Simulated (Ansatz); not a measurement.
Zinc-blende HgTe, treated with PBEsol+SOC in Ansatz (PAW).

Run with plane-wave cutoff 520 eV, 10×10×10 k mesh, Fermi–Dirac smearing 0.01 eV, PAW data made under PBE.

Pressure at four volumes; x = ln(V/34.141 Å³). One pressure is withheld.

| V (Å³/atom) | x | P (GPa) |
|---|---|---|
| 32.093 | -0.0619 | 3.11 |
| 34.141 | 0.0000 | -0.01 |
| 35.507 | 0.0392 | -1.52 |
| 36.190 | 0.0583 | ? |

Question: Pass a parabola P(x) through the three rows shown, estimate the bulk modulus and its pressure derivative near zero pressure, and predict the withheld pressure.

Answer: Slopes between the rows: (-0.01 − (3.11))/(0.0000 − (-0.0619)) = -50.40 and (-1.52 − (-0.01))/(0.0392 − (0.0000)) = -38.52 GPa. Their difference over the span 0.1011 is c = 11.88/0.1011 = 117.5 GPa, so P(x) = 3.11 + (-50.40)(x − (-0.0619)) + 117.5 (x − (-0.0619))(x − (0.0000)). At the middle row B = −dP/dx = −[-50.40 + 117.5 × 0.0619] = 43.1 GPa, and B′ = dB/dP = 2c/B = 5.5. At x = 0.0583 the parabola gives -2.12 GPa; the run gives -2.15 GPa. The Birch–Murnaghan fit to the energies at all volumes has B0 = 42.9 GPa and B′ = 5.2.

Measured, for comparison: bulk modulus 42.3 GPa (temperature not stated, no zero-point or thermal correction; as tabulated in Toher et al. (2017), arXiv:1611.05714). Computed less measured: bulk modulus +1.4 %. A static lattice is as a rule a little smaller and stiffer than an uncorrected measurement, which can account for part of this in the bulk modulus.

Ansatz is a quantum-chemistry and plane-wave program.
